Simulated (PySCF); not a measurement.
F3N, SMILES N(F)(F)F. Atoms are numbered in the order given.

```xyz
4

F     -1.0709     0.6183    -0.1252
N      0.0000     0.0000     0.4827
F      0.0000    -1.2366    -0.1252
F      1.0709     0.6183    -0.1252
```

Coordinates come from a B3LYP-D3(BJ)/def2-TZVP optimisation.

The numbers are results of PBE/pcJ-1 (PySCF), not measurements.

Isotropic couplings with Fermi-contact, spin-dipole and both spin-orbit terms, one fixed conformer, no vibrational averaging. Isotopes: 14N, 19F.

| pair | bonds apart | J (Hz) |
|---|---|---|
| F1–N2 | 1 | ? |
| N2–F3 | 1 | ? |
| N2–F4 | 1 | ? |
| F1–F3 | 2 | 259.0 |
| F1–F4 | 2 | 259.0 |
| F3–F4 | 2 | 259.0 |

Task: Fill in the missing entries. (An estimate is asked for; the answer gives what the named calculation found.)

Result: 
- F1–N2, J (Hz): -195.4
- N2–F3, J (Hz): -195.4
- N2–F4, J (Hz): -195.4
